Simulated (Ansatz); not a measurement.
A made-up structure of AlBH4O, closed shell:

```
atom    x (Å)    y (Å)    z (Å)
  B1  -0.1524   0.0557  -0.0917
  O2  -1.2373   0.4592  -0.7519
 Al3   1.2207  -0.4531   0.7417
  H4  -1.2197   0.5011  -1.7208
  H5  -2.0341   0.7066  -0.2570
  H6   2.2559   0.6574   1.1649
  H7   1.3552  -1.9969   1.0292
```

It is relaxed with PBE-D4/def2-SVP and then PBE0-D4/def2-TZVP (Ansatz 0.2.0). Atoms count as bonded within 1.22 times the sum of their covalent radii (H–H: 0.88 Å). The end point is not checked to be a true minimum.

Task: Does its bonding change? (A judgement: the text doesn't fix the answer.)

Result: The calculation gives: No: no bond forms or breaks.

Where it ends: The first stage lowers the energy by 1.31 eV in 21 steps. It ends as AlBH₄O ([OH2][B][AlH2]):
```xyz
7
angstrom
B -0.5058 0.1526 0.3701
O -1.3614 0.5032 -0.7818
Al 1.3886 -0.5070 0.6793
H -1.1145 0.4678 -1.7236
H -2.2668 0.8027 -0.6342
H 2.4687 0.5640 1.1698
H 1.5796 -2.0533 1.0349
```

Labels in which every atom is bracketed show which atoms are joined, not bond orders.

For scale, one of the runs: PBE0-D4/def2-TZVP relaxation, 123 basis functions, launched by `ansatz run in.yaml --threads 2 --pin off --events-out ev --progress --plain --max-ram 4352MiB`. Hardware: 2 CPU threads of an Intel Xeon Platinum 8259CL, shared host. Wall time about 39 s.
